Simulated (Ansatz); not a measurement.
## Ansatz (development build ahead of 0.2.0) run

```yaml
crystal:
  periodic: [false, false, false]
  atoms:
    - { symbol: C, position_ang: [0.68304, 0.74503, 0.02831] }
    - { symbol: C, position_ang: [-0.62501, 0.76815, -0.02086] }
    - { symbol: C, position_ang: [-0.63908, -0.81561, 0.02514] }
    - { symbol: C, position_ang: [0.64262, -0.7757, -0.04249] }
    - { symbol: H, position_ang: [1.47939, 1.55166, 0.03179] }
    - { symbol: H, position_ang: [-1.44812, 1.59219, -0.03046] }
    - { symbol: H, position_ang: [-1.4277, -1.57429, 0.0434] }
    - { symbol: H, position_ang: [1.42401, -1.54998, 0.04698] }
basis:
  gaussian: { orbitals: cc-pVDZ }
hamiltonian:
  xc: hf
correlation:
  method: mp2
  frozen_orbitals: { C: 1, H: 0 }
```

The input is written out in the form of the current development build from the run's settings.

Results

```json
{"Converged": "yes", "Reference energy": "-153.64370 hartree", "Correlation energy": "-0.52033 hartree", "Total energy": "-154.16403 hartree", "Spin squared of the determinant": "0.000"}
```

Caution: in another basis set an unrestricted determinant lies well below.
